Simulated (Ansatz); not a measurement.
Total energies of C2H5FO, SMILES `COCF`.

```xyz
9

C     0.895    0.609    0.453
O    -0.039    0.549   -0.606
C    -0.848   -0.547   -0.569
F    -1.745   -0.476    0.482
H     1.499   -0.306    0.492
H     1.546    1.459    0.254
H     0.396    0.751    1.415
H    -0.279   -1.476   -0.424
H    -1.424   -0.564   -1.496
```

Total charge 0; spin multiplicity 1. All single points use the PBE0-D4/def2-TZVP geometry. It is one conformer, not always the lowest. Basis def2-TZVPP, Ansatz 0.2.0.

RPA on PBE orbitals: Hartree–Fock energy of these orbitals -252.99325 Eh, correlation -1.32069 Eh (frozen core).

```csv
functional,kind,energy without D4 (Eh),D4 term (kJ/mol)
CAM-B3LYP,range-separated hybrid,-254.29137,-8.6
ωB97M-V,range-separated hybrid meta-GGA with VV10,-254.28669,–
```

Task: Give the same for LDA (SPW92), PBE, revPBE, BLYP, r2SCAN, B97M-V, PBE0, B3LYP, r2SCANh, r2SCAN0, HSE06 (plane-wave form), BHLYP, LC-ωPBE, ωB97X-V, B2PLYP, PBE-QIDH. (Best estimate.)

Result: Ansatz gave: 
```tsv
functional	kind	energy without D4 (Eh)	D4 term (kJ/mol)
LDA (SPW92)	LDA	-252.45966	–
PBE	GGA	-254.09595	-10.6
revPBE	GGA	-254.29597	-41.2
BLYP	GGA	-254.31764	-24.5
r2SCAN	meta-GGA	-254.25081	-2.6
B97M-V	meta-GGA with VV10	-254.31821	–
PBE0	global hybrid, 25 % exact exchange	-254.10683	-8.7
B3LYP	global hybrid, 20 %	-254.38648	-16.9
r2SCANh	meta-GGA hybrid, 10 %	-254.23751	-2.7
r2SCAN0	meta-GGA hybrid, 25 %	-254.21859	-3.0
HSE06 (plane-wave form)	screened hybrid	-254.09469	-8.0
BHLYP	global hybrid, 50 %	-254.25540	-11.0
LC-ωPBE	long-range corrected hybrid	-254.23655	–
ωB97X-V	range-separated hybrid GGA with VV10	-254.29811	–
B2PLYP	double hybrid	-254.20319	–
PBE-QIDH	double hybrid	-254.07361	–
```

B3LYP takes the VWN-RPA correlation (the form of Gaussian; ORCA's B3LYP/G). HSE06 is the plane-wave form, built on full-range PBE exchange. The double hybrids freeze the cores in their second-order part.

LC-ωPBE has ω = 0.4 bohr⁻¹.
